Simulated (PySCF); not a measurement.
A GIAO shielding run with PySCF (density fitting, non-relativistic, gas phase) on SMILES FC(=CC#N)F, C3HF2N:

```
{"job": {"kind": "nmr", "xc": "PBE0", "basis": "pcSseg-1"}, "charge": 0, "multiplicity": 1}
N      2.189919    -1.147658    -0.661583
C      1.332582    -0.443440    -0.324236
C      0.295589     0.429343     0.091887
C     -0.983219     0.040303     0.141186
F     -1.412397    -1.140611    -0.178121
F     -1.954411     0.815319     0.518810
H      0.534273     1.453429     0.383237
```

Hardware: 1 thread of an Arm Neoverse V1, shared host. The job also computes population analyses, field gradients.

Question: How large is the calculation?

Answer: 44 electrons, 107 basis functions and 549 auxiliary functions.

Question: How long does it take?

Answer: 5.5 s of wall time, with 14 SCF cycles and 5 response iterations. Times on a shared host scatter by some tens of per cent.

Question: And these other runs on the same molecule and hardware: GIAO shielding at PBE/pcSseg-2; spin–spin coupling at B3LYP/pcJ-1?

Answer: PBE/pcSseg-2: 230 functions, 24 s; B3LYP/pcJ-1: 172 functions, 18 s.
